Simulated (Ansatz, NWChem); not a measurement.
## HCN (hydrogen cyanide): a line through the functionals

The species is HCN (3 atoms), meant as a singlet with charge 0. SMILES: `C#N`. The coordinates come from a PBE0-D4/def2-TZVP relaxation.

The HOMO–LUMO gap y, in eV, basis cc-pVTZ; a is the functional's share of exact exchange. Programs: Ansatz 0.2.0, NWChem 7.3.0.

```
functional  program     a  y (eV)
      TPSS   NWChem     0    8.46
    revPBE   Ansatz     0    8.25
     B3LYP   Ansatz   0.2   10.23
      PBE0   Ansatz  0.25       ?
   r2SCAN0   Ansatz  0.25   11.22
     BHLYP   Ansatz   0.5   13.27
```

Q: Fit y = c + s·a to the known rows and predict PBE0.

A: 
1. Means of the 5 rows: a = 0.1900, y = 10.286.
2. Σ(Δa)² = 0.172, Σ(Δa·Δy) = 1.7143, so the slope is 1.7143/0.172 = 9.9669.
3. Intercept: 10.286 − (9.9669) × 0.1900 = 8.392. The largest residual of the fit is 0.34.
4. PBE0: 8.392 + (9.9669) × 0.25 = 10.88 eV.

The run gave 10.83 eV, so the prediction is off by +0.05 eV, within the scatter of the fit. Exact exchange lowers occupied levels and raises empty ones.
